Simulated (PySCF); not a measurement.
Isomers of C4H5 (doublet state), one GFN2-xTB conformer each. Single-point energies are computed at B3LYP/pcH-1 (PySCF, gas phase, no added dispersion term), electronic only. GFN2-xTB treats the open shell by occupation alone, and not every SCF solution was tested for stability.

Task: Rank them by B3LYP/pcH-1 energy, lowest first (kJ/mol).
A. `[CH:1]#[C:2][CH2:3][CH2:4]` (doublet state) with C2–C3–C4–H 82° and -82°
B. `[H]/[C:1]=[CH:2]\[CH:3]=[CH2:4]` (doublet state) with C1–C2–C3–C4 180°
C. `[CH2]C#CC` [radical]
D. `C#C[CH]C` [radical]

Result: C (0.0), D (15.1), B (63.7), A (89.9).

Neighbours under 21 kJ/mol apart ([CH2]C#CC and C#C[CH]C) can change places with a better method, another conformer or zero-point energy. GFN2-xTB itself gives, in the same order: 0.0, 13.8, 98.0, 91.9. Both levels put the same isomer lowest; measured from each level's own lowest isomer, the values differ by up to 34.3 kJ/mol ([H]/[C]=C\C=C: 98.0 against 63.7).
